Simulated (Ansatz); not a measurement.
Geometry optimisation, RHF/def2-SVP (Ansatz 0.2.0).

input.yaml

```yaml
crystal:
  periodic: [false, false, false]
  atoms:
    - { symbol: Al, position_ang: [0.0, 0.0, 0.0] }
    - { symbol: H, position_ang: [0.0, 0.0, 1.56] }
    - { symbol: H, position_ang: [1.351, 0.0, -0.78] }
    - { symbol: F, position_ang: [-1.4635, 0.0, -0.845] }
basis:
  gaussian: { orbitals: def2-SVP }
hamiltonian:
  xc: hf
relax:
  f_tol: 0.02
  max_steps: 40
```

Command:

```bash
$ ansatz run input.yaml --threads 1 --pin off --max-ram 2048MiB --backend cpu --events-out ev --progress --plain --runs-dir out
```

Problem. Where does it end, and by what steps?

Solution. The forces met the threshold. After 3 steps the energy has fallen by 0.037 eV; H2 moved furthest, 0.06 Å.

```tsv
step	energy less start (eV)	largest force component (eV/Å)	accepted
0	0.0000	0.968	yes
1	-0.0321	0.482	yes
2	-0.0372	0.081	yes
3	-0.0374	0.002	yes
```

```xyz
4
Properties=species:S:1:pos:R:3
Al 0.019 0.000 0.011
H -0.056 0.000 1.577
H 1.338 0.000 -0.837
F -1.413 0.000 -0.816
```

Whether the end is a true minimum wasn't checked by a vibrational analysis.

Run time: 2.1 s on 1 thread of Arm Neoverse N1, with other jobs on the host, peak memory 0.088 GiB.
